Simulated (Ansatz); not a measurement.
A calculation with Ansatz (development build ahead of 0.2.0).

```yaml
crystal:
  periodic: [false, false, false]
  atoms:
    - { symbol: B, position_ang: [-0.02456, -0.04281, 0.008] }
    - { symbol: H, position_ang: [0.72474, 0.77251, 0.71666] }
    - { symbol: H, position_ang: [0.71562, -0.70487, -0.6769] }
    - { symbol: H, position_ang: [-0.68576, 0.69231, -0.73633] }
    - { symbol: H, position_ang: [-0.7649, -0.70655, 0.70125] }
basis:
  gaussian: { orbitals: aug-cc-pVDZ }
total_charge: -1
hamiltonian:
  xc: hf
correlation:
  method: mp2
  frozen_orbitals: { B: 1, H: 0 }
```

The input is written out in the form of the current development build from the run's settings.

Results

- Converged: yes
- Reference energy: -26.97473 hartree
- Correlation energy: -0.14413 hartree
- Total energy: -27.11886 hartree
- Spin squared of the determinant: 0.000
